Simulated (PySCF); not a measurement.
Where the electron goes

Species: acetonitrile, C₂H₃N.
SMILES with atom numbers: `[CH3:1][C:2]#[N:3]` (hydrogens: H4, H5, H6 on C1)

Cartesian coordinates in Å at the GFN2-xTB level; atoms count from 1:
```
atom  x, y, z in Å
C1    -0.487    0.003    0.002
C2     0.950   -0.004   -0.014
N3     2.092   -0.009   -0.027
H4    -0.863   -0.629   -0.802
H5    -0.842   -0.379    0.959
H6    -0.848    1.020   -0.139
```

Computed with TDDFT CAM-B3LYP/def2-SVPD, vertical, gas phase, core orbitals frozen in the response (PySCF 2.14.0, density-fitted response routines).

Kohn–Sham orbitals with the atoms that hold most of them (Löwdin shares over 4%, at most four atoms; ? is withheld):

```csv
orbital,ε (eV),atoms
HOMO-3,-14.79,"C1 45%, H4 17%, H6 16%, C2 14%"
HOMO-2,-11.85,"N3 81%, C2 16%"
HOMO-1,-11.00,"N3 47%, C2 36%, C1 9%, H5 4%"
HOMO,-11.00,"N3 47%, C2 36%, C1 9%"
LUMO,?,?
LUMO+1,2.11,"N3 32%, C2 28%, C1 18%, H4 14%"
LUMO+2,2.11,"N3 32%, C2 28%, C1 18%, H6 12%"
```

(1) Give the leading atoms of the LUMO.

(2) What is the LUMO energy, and the HOMO–LUMO gap?

## Answers

(1) C1 (bonded to C and 3 H) 40%; C2 (bonded to C and N) 25%; H4 (bonded to C) 11%; H5 (bonded to C) 11%. By element: carbon 65%, hydrogen 22% or more.

(2) ε(LUMO) = 0.98 eV; the gap is 11.97 eV (0.4399 hartree).

Within 0.005 eV of a neighbour in this list lie HOMO-1/HOMO and LUMO+1/LUMO+2 (point group found: C3v); within a degenerate set the shares of single atoms can hang on how the components are chosen.

The HOMO–LUMO gap is 11.97 eV. Where does the response calculation put the lowest singlet, and from which orbitals?

S1 is at 7.93 eV (f = 0.0000), 4.04 eV below the gap, made of HOMO-1/HOMO→LUMO+1/LUMO+2 (≥68%). Its leading pair isn't HOMO and LUMO; the energies of that pair differ by 13.10 eV. Without the coupling terms of the response equations the lowest excitation would equal the gap.

Next come S2 at 8.27 eV (f 0.0018), HOMO-1/HOMO→LUMO+1/LUMO+2 (≥76%); S3 at 8.27 eV (f 0.0017), HOMO-1/HOMO→LUMO+1/LUMO+2 (≥76%); S4 at 8.79 eV (f 0.0024), HOMO-1/HOMO→LUMO (≥92%); S5 at 8.79 eV (f 0.0024), HOMO-1/HOMO→LUMO (≥92%).

Orbitals of the list HOMO-3 to LUMO+2 that lie within 0.01 eV of each other are written together with a slash and their weights summed (≥ marks a lower bound); for degenerate orbitals outside that list single weights are arbitrary.
